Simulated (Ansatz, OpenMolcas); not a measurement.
**SiO (SMILES O=[Si]): the energy, rung by rung**

The species is SiO (2 atoms), meant as a singlet with charge 0. As SMILES, `O=[Si]`. The shape is that of a PBE0-D4/def2-TZVP optimisation.

```xyz
2

O    -0.6407    0.2315   -0.3240
Si    0.6407   -0.2315    0.3240
```

Quantity: the energy change with the O1–Si2 bond stretched from 1.509 to 3.772 Å, in eV. The values are calculated.

```json
{"level": "revPBE/STO-3G (restricted)", "kind": "GGA", "program": "Ansatz", "value (eV)": "11.10", "CPU time (all runs)": "3.3 s"}
{"level": "B3LYP/STO-3G (restricted)", "kind": "global hybrid", "program": "Ansatz", "value (eV)": "?", "CPU time (all runs)": "1.7 s"}
{"level": "M06-2X/STO-3G (restricted)", "kind": "hybrid meta-GGA", "program": "OpenMolcas", "value (eV)": "15.21", "CPU time (all runs)": "6.5 s"}
{"level": "PBE0/STO-3G (restricted)", "kind": "global hybrid", "program": "Ansatz", "value (eV)": "?", "CPU time (all runs)": "1.2 s"}
{"level": "wB97X/STO-3G (restricted)", "kind": "range-separated hybrid", "program": "Ansatz", "value (eV)": "12.60", "CPU time (all runs)": "6.6 s"}
{"level": "RPA@PBE/STO-3G (restricted)", "kind": "RPA", "program": "Ansatz", "value (eV)": "6.42", "CPU time (all runs)": "4.2 s"}
{"level": "MP2/STO-3G (unrestricted)", "kind": "perturbation theory", "program": "Ansatz", "value (eV)": "7.16", "CPU time (all runs)": "0.53 s"}
{"level": "FCI/STO-3G", "kind": "exact in the basis", "program": "Ansatz", "value (eV)": "7.12", "CPU time (all runs)": "1 s"}
```

**Question.** Estimate the missing values from the other rows.

**Answer.** As computed at these levels: B3LYP/STO-3G (restricted): 12.58 eV; PBE0/STO-3G (restricted): 12.78 eV. The first shape isn't each level's own minimum. The values span 6.42 to 15.21 eV. Spin contamination of the reference (⟨S²⟩ at least 0.1 too high) touches MP2/STO-3G. All rows use very small basis sets, so even the best lies far from the true value. Times are those of the runs behind each value, whatever else they computed, on shared processors of several kinds: orders of magnitude only.
